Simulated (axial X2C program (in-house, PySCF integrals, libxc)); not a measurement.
# OPO²⁺: properties at the nuclei

Calculated with an in-house all-electron X2C program for linear molecules (integrals from PySCF): two-component X2C with atomic mean-field Coulomb and Gaunt terms, Gaussian nuclei, basis O dyall-av3z, P dyall-v3z with contracted cores.

O–P–O held linear, with bonds 1.490 and 1.490 Å (near the PBE0 minimum at charge 2 of the determinant lowest at the starting distance; the state shown can have its own minimum elsewhere, held linear; other orders of the atoms were not compared).

Determinant lowest in the PBE0 search, Ω = 3/2 (⟨Sz⟩ = 0.50, ⟨Lz⟩ = 1.00 at PBE0), spin on the atoms O 0.33, P -0.17, O 0.33:

```json
{"level": "PBE0", "A∥/gI O (MHz)": "125", "qzz O (a.u.)": "0.80", "A∥/gI P (MHz)": "-120", "qzz P (a.u.)": "-1.86"}
{"level": "HF", "A∥/gI O (MHz)": "169", "qzz O (a.u.)": "0.71", "A∥/gI P (MHz)": "-486", "qzz P (a.u.)": "-2.09"}
{"level": "PBE", "A∥/gI O (MHz)": "112", "qzz O (a.u.)": "0.83", "A∥/gI P (MHz)": "-47", "qzz P (a.u.)": "-1.64"}
```

Determinant 0.02 eV from it at PBE0 and this distance, Ω = 1/2 (⟨Sz⟩ = -0.50, ⟨Lz⟩ = 1.00 at PBE0), spin on the atoms O -0.33, P 0.17, O -0.33:

| level | A∥/gI O (MHz) | qzz O (a.u.) | A∥/gI P (MHz) | qzz P (a.u.) |
| --- | --- | --- | --- | --- |
| PBE0 | 647 | 0.80 | 177 | -1.86 |
| HF | 741 | 0.71 | 624 | -2.08 |
| PBE | 587 | 0.83 | 165 | -1.64 |

A∥ (defined per Ω) follows by multiplying with gI = μI/(I μN); qzz is the electric field gradient, eQq0 = 234.96 MHz × Q/barn × qzz. The operators were transformed with the bare-nucleus X2C matrices; with these basis sets, hyperfine constants and field gradients can be off by tens of per cent, and where levels differ in sign neither size nor sign is settled.

Question: With gI(17O) = -0.7575, Q(17O) = -0.02558 barn (g factors from the IAEA table of nuclear moments by Stone; Q from Pyykkö, Mol. Phys. 2018), turn the PBE0 values of the first state into constants in MHz.

Answer: A∥(17O) = 125 × -0.7575 = -94.7 MHz; eQq0(17O) = 234.96 × (-0.02558) × (0.80) = -4.81 MHz.

The molecule was held linear; bending was not examined, so a bent shape may lie lower.

Each state is one determinant with collinear spin. Unrestricted Hartree–Fock can overshoot spin polarisation at the nuclei. The search compared states at one distance, so a state with another bond length can lie lower. Where a field gradient or hyperfine factor spreads by more than a factor of two over the levels, a constant derived from it is not to be relied on. PBE0 term energies can be off by some tenths of an eV.
